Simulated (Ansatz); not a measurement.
BH3O (`BO`), relaxed with RKS PBE-D4/def2-SVP in Ansatz 0.2.0 from a rough embedded geometry. The force threshold is 0.03 eV/Å; the program also tests the step.

The species carries charge 0 and has multiplicity 1.

Start:

```xyz
5

B     0.406    0.108    0.156
O    -1.064   -0.099    0.169
H     0.837    1.173    0.046
H     1.066   -0.823    0.404
H    -1.245   -0.359   -0.775
```

Question: How much energy does the relaxation release, and in how many steps? (An estimate is asked.)

Answer: Computed: 24.64 kcal/mol, in 7 steps.

Question: Which bonds change most? (An estimate is asked.)

Answer: Ansatz gave: B1–O2 from 1.485 to 1.355 Å; B1–H3 from 1.154 to 1.217 Å; B1–H4 from 1.167 to 1.223 Å; O2–H5 from 0.996 to 0.974 Å.

Question: Give the relaxed structure. (Estimate.)

Answer: Ansatz gave: 
```xyz
5

B     0.369    0.168    0.112
O    -0.938    0.176   -0.246
H     0.873    1.257    0.319
H     0.987   -0.882    0.215
H    -1.290   -0.719   -0.399
```
